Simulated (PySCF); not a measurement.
Atoms are numbered as in `[CH2:1]=[CH:2][CH2:3][CH:4]=[CH2:5]` (H(Xn): hydrogen on atom n). Ha(C1), Ha(C5) are cis to C3; Hb(C1), Hb(C5) are trans to C3.

All values are calculated (PySCF 2.14.0 with density-fitted response routines): couplings computed with B3LYP/pcJ-1 (without the spin–dipole term), shieldings: GIAO PBE0/pcSseg-1, structure optimised with PBE0-D3(BJ)/def2-SVP. Averaged over atoms made equivalent by symmetry, fast rotation or ring inversion, a single conformation, non-relativistic, in vacuum.

Predict the 2D correlation tables (HSQC, COSY, HMBC).

Results:



HSQC (one-bond C–H):
```csv
δH,δC,"1J(C,H) (Hz)"
5.84 (H(C2)/H(C4)),147.0 (C2/C4),162
5.38 (Ha(C1)/Ha(C5)),123.5 (C1/C5),164
5.27 (Hb(C1)/Hb(C5)),123.5 (C1/C5),168
2.76 (H(C3)),45.1 (C3),133
```

COSY cross peaks (|J| ≥ 2 Hz):
```csv
δH,δH,abs. J (Hz),bonds
5.84 (H(C2)/H(C4)),5.38 (Ha(C1)/Ha(C5)),17.9,3
5.84 (H(C2)/H(C4)),5.27 (Hb(C1)/Hb(C5)),11.1,3
5.84 (H(C2)/H(C4)),2.76 (H(C3)),8.5,3
5.38 (Ha(C1)/Ha(C5)),5.27 (Hb(C1)/Hb(C5)),2.2,2
```

HMBC (two and three bonds, |J| ≥ 2.5 Hz):
```csv
δH,δC [abs. J in Hz]
5.84 (H(C2)/H(C4)),45.1 (C3) [5.7]
5.38 (Ha(C1)/Ha(C5)),45.1 (C3) [7.9]
5.27 (Hb(C1)/Hb(C5)),45.1 (C3) [12.5]
2.76 (H(C3)),"147.0 (C2/C4) [6.9], 123.5 (C1/C5) [7.4]"
```

Referencing at the same level of theory: 1H and 13C vs TMS.

Short H···H contacts in this conformer between protons four or more bonds apart (candidates for NOE cross peaks, intensity ∝ r⁻⁶): H(C3)···Ha(C5) 2.44 Å, Ha(C1)···H(C3) 2.44 Å.

Unscaled 3J(H,H) at this level run about 10 % above measured values. Shifts are as computed. Against solution values, carbons near 30 ppm lie about +2 ppm off and those near 130 ppm about +5 ppm. Of 1211 compounds with measured shifts, 218 miss one by over three times the rms of a fit or turn the order of signals round; such compounds aren't used in these exercises. Couplings across =CH–CH2 type bonds come from one rotamer and its mirror image, and can be 1–2 Hz further off.
